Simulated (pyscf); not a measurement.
HF + F–Ge(F)(F)–F → F–Ge(F)(F)–F + HF (four-centre exchange; singlet surface; F–H, F–Ge broken, F–Ge, F–H formed). PySCF, gas phase, ωB97X-D3(BJ)/def2-SVP geometries. Energies in kcal/mol from the separated reactants.

```json
[
 {"level": "ωB97X-D3(BJ)/def2-TZVP", "barrier": "___", "reaction energy": "0.0"},
 {"level": "B3LYP-D3(BJ)/def2-TZVP", "barrier": "15.4", "reaction energy": "0.0"},
 {"level": "PBE0-D3(BJ)/def2-TZVP", "barrier": "14.1", "reaction energy": "0.0"},
 {"level": "M06-2X/def2-TZVP", "barrier": "___", "reaction energy": "0.0"},
 {"level": "ωB97M-D3(BJ)/def2-TZVP", "barrier": "15.4", "reaction energy": "0.0"},
 {"level": "HF/def2-TZVP", "barrier": "31.3", "reaction energy": "0.0"}
]
```

Task: What belongs in the gaps?

Result: 
- ωB97X-D3(BJ)/def2-TZVP, barrier: 15.6
- M06-2X/def2-TZVP, barrier: 14.8

The functionals in the table span 1.5 kcal/mol in this barrier, from PBE0-D3(BJ) to ωB97X-D3(BJ)/def2-TZVP. One saddle was located; it need not be the lowest between these sides. Elements up to Kr have no core potential and no relativistic terms here.
